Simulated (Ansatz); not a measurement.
**[H···H···F], doublet along the distance H1-H2**

Starting geometry:

```csv
atom,x (Å),y (Å),z (Å)
H,0.0000,0.0000,-0.8820
H,0.0000,0.0000,-0.1370
F,0.0000,0.0000,1.0190
```

From there H2 is moved from one fragment to the other while all else, the fragments' distance too, stays fixed; atoms are numbered as listed. Energies are in kcal/mol, counted from the starting geometry at the same level.

Basis 6-31G; Ansatz 0.2.0. Only valence electrons are correlated (noble-gas cores frozen). Prefix R: restricted or restricted open-shell reference; prefix U: unrestricted. Active spaces: valence = (9e, 6o) chosen from the atoms' valence shells.

Runs in a small pair space aren't shown, since their orbitals change along the scan.

Full CI is exact within this basis and frozen core; it isn't the basis-set limit. The frozen core follows each run's orbitals, which can shift R against U totals by a few meV.

| distance H1-H2 (Å) | full CI | unpaired electrons (full CI) | error RHF | error UHF | error UMP2 | error UCCSD(T) | error RCCSDT(Q) | error NEVPT2 (valence space) |
| --- | --- | --- | --- | --- | --- | --- | --- | --- |
| 0.693 | 2.9 | 1.01 | -5.1 | -3.0 | 0.3 | 0.0 | 0.0 | 1.0 |
| 0.745 | 0.0 | 1.01 | 0.0 | 0.0 | 0.0 | 0.0 | 0.0 | 0.0 |
| 0.782 | -1.6 | 1.01 | 3.2 | 1.9 | -0.7 | 0.0 | 0.0 | -0.7 |
| 0.818 | -3.0 | 1.01 | 4.6 | 3.2 | -1.9 | 0.1 | 0.0 | -1.4 |
| 0.855 | -4.4 | 1.01 | 3.7 | 3.8 | -3.2 | 0.1 | 0.0 | -2.1 |
| 0.891 | -5.5 | 1.01 | 1.9 | 3.8 | -4.3 | 0.1 | 0.0 | -2.6 |
| 0.928 | -6.2 | 1.01 | -0.3 | 3.1 | -5.2 | 0.1 | 0.0 | -3.0 |
| 0.964 | -6.1 | 1.01 | -2.4 | 2.1 | -5.8 | 0.0 | 0.0 | -3.2 |
| 1.001 | -4.8 | 1.01 | -4.4 | 0.9 | -6.2 | 0.0 | 0.0 | -3.4 |

Unpaired electrons are Σ n²(2−n)² over natural occupations. Errors are those of relative energies. In total energy the starting point itself misses full CI by: RHF 89.3, UHF 82.3, UMP2 9.2, UCCSD(T) 0.2, RCCSDT(Q) 0.0, NEVPT2 (valence space) 11.1 kcal/mol.

Spread of the error over the points with a reference, to 1.001 Å (largest less smallest): RCCSDT(Q) 0.0, UCCSD(T) 0.1, NEVPT2 (valence space) 4.4, UMP2 6.5, UHF 6.9, RHF 9.8 kcal/mol.
